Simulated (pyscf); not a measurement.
# Four-centre exchange: H₃C–CH•–F + hydrogen fluoride (HF) → H₃C–CH•–F + hydrogen fluoride (HF)

Gas phase, doublet surface, charge 0. Bonds broken: C2–F9, F3–H7. Bonds formed: C2–F3, H7–F9. Optimised with ωB97X-D3(BJ)/def2-SVP in PySCF.

Transition state (Å):

```xyz
9

C     -1.6311     0.4788    -0.3947
C     -0.2533     0.2751    -0.8380
F      0.1855    -1.1799     0.3116
H     -2.1966    -0.4622    -0.2862
H     -1.6332     1.0232     0.5611
H     -2.1216     1.1207    -1.1481
H      0.7874    -0.2958     0.6259
H      0.1269    -0.3169    -1.6724
F      1.0263     0.8071     0.4235
```

One imaginary mode, 1073i cm⁻¹; descent along it reached the two sides named, in the forms told below.

```tsv
bond	change	reactant side (Å)	saddle	product side
C2–F9	breaks	1.363	1.874	3.3
F3–H7	breaks	0.930	1.115	1.802
C2–F3	forms	3.1	1.905	1.364
H7–F9	forms	1.806	1.146	0.930
```

Electronic energies relative to the separated reactants (eV):

| level | barrier | reaction energy | reverse barrier |
|---|---|---|---|
| ωB97X-D3(BJ)/def2-TZVP | 2.39 | 0.00 | 2.39 |
| PBE/def2-TZVP | 1.97 | 0.00 | 1.97 |
| r²SCAN/def2-TZVP | 2.09 | 0.00 | 2.09 |
| B3LYP-D3(BJ)/def2-TZVP | 2.22 | 0.00 | 2.22 |
| PBE0-D3(BJ)/def2-TZVP | 2.33 | 0.00 | 2.33 |
| M06-2X/def2-TZVP | 2.50 | 0.00 | 2.50 |
| ωB97M-D3(BJ)/def2-TZVP | 2.35 | 0.00 | 2.35 |
| HF/def2-TZVP | 3.19 | 0.00 | 3.19 |

With ωB97M-D3(BJ)/def2-TZVP energies and thermal terms (ideal gas, 1 atm, RRHO with modes under 100 cm⁻¹ raised to 100, one conformer, R ln 2 for rigid chiral ones), in eV:

```
T (K)   ΔH‡   ΔG‡    ΔH    ΔG
-----  ----  ----  ----  ----
298    2.28  2.73  0.00  0.00
600    2.27  3.20  0.00  0.00
900    2.28  3.66  0.00  0.00
1200   2.30  4.12  0.00  0.00
```

On the reactant side the descent ends in a complex, 0.22 eV under the separated species and 2.61 eV under the saddle at ωB97X-D3(BJ)/def2-TZVP. On the product side the descent ends in a complex, 0.22 eV under the separated species and 2.62 eV under the saddle at ωB97X-D3(BJ)/def2-TZVP. The same reactants have a lower exit, to H₃C–CH(F)–F + H• (barrier +2.10 eV at ωB97M-D3(BJ), against +2.35 eV here). This is the saddle that the search found; another between the same sides may lie lower.
